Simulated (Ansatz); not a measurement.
System: fcc Pd. Method: PBE-D4 (Ansatz, an electronic-structure program, PAW).

Numerical settings: plane-wave cutoff 500 eV, 32×32×32 k mesh, Fermi–Dirac smearing 0.1 eV, scalar-relativistic PAW data made under PBE.

Computed at the level's own relaxed cell.

### Question
Predict the equilibrium volume per atom and equilibrium lattice constant a.

### Answer

- equilibrium volume per atom: 14.94 Å³/atom
- equilibrium lattice constant a: 3.910 Å

Measured, for comparison: equilibrium volume per atom 14.56 Å³/atom, lattice constant a 3.876 Å (static lattice: zero-point anharmonic expansion removed; as tabulated in Mejia-Rodriguez and Trickey (2018), arXiv:1807.09216). Computed (rounded) less measured: equilibrium volume per atom +2.6 %, lattice constant a +0.9 %.

The result took roughly 60 core-seconds.
